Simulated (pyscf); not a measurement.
**Elimination: H₂Sb–SbH₂ → HSb=SbH + H₂**

Gas phase, singlet surface, charge 0. Bonds broken: Sb1–H3, Sb2–H5. Bonds formed: H3–H5. Optimised with ωB97X-D3(BJ)/def2-SVP in PySCF.

Transition state (Å):

```xyz
6

Sb    -1.0537     0.8995    -0.5083
Sb     1.5990     0.7557     0.1597
H      0.0093    -0.7527    -1.2019
H     -1.7148     1.2610     1.0459
H      0.8924    -0.5301    -1.3844
H      1.5533    -0.8908     0.6107
```

One imaginary mode, 987i cm⁻¹; descent along it reached the two sides named.

```json
[
 {"bond": "Sb1–H3", "change": "breaks", "reactant side (Å)": "1.705", "saddle": "2.083", "product side": "3.5"},
 {"bond": "Sb2–H5", "change": "breaks", "reactant side (Å)": "1.708", "saddle": "2.130", "product side": "4.0"},
 {"bond": "H3–H5", "change": "forms", "reactant side (Å)": "3.6", "saddle": "0.929", "product side": "0.761"}
]
```

Electronic energies relative to the reactant's lowest minimum found (eV):

```tsv
level	barrier	reaction energy	reverse barrier
ωB97X-D3(BJ)/def2-TZVP	2.70	+0.71	1.99
PBE/def2-TZVP	2.02	+0.47	1.55
r²SCAN/def2-TZVP	2.26	+0.55	1.71
B3LYP-D3(BJ)/def2-TZVP	2.27	+0.51	1.76
PBE0-D3(BJ)/def2-TZVP	2.33	+0.65	1.68
M06-2X/def2-TZVP	2.50	+0.57	1.93
ωB97M-D3(BJ)/def2-TZVP	2.59	+0.71	1.89
HF/def2-TZVP	3.30	+0.70	2.60
```

With ωB97M-D3(BJ)/def2-TZVP energies and thermal terms (ideal gas, 1 atm, RRHO with modes under 100 cm⁻¹ raised to 100, one conformer, R ln 2 for chiral ones without a mode under 150 cm⁻¹), in eV:

```csv
T (K),ΔH‡,ΔG‡,ΔH,ΔG
298,2.50,2.51,+0.65,+0.32
600,2.48,2.53,+0.66,-0.01
900,2.47,2.55,+0.64,-0.35
1200,2.45,2.58,+0.61,-0.67
```

The same reactants have a lower exit, to SbH₂• + SbH₂• (no saddle counted: cutting one bond costs +1.77 eV at ωB97M-D3(BJ)/def2-TZVP, against +2.59 eV here). One saddle was located; it need not be the lowest between these sides. 2 of the closed-shell references are unstable towards spin polarisation; treat their single-reference values with care. Elements past Kr carry the def2 core potentials, without spin-orbit coupling.
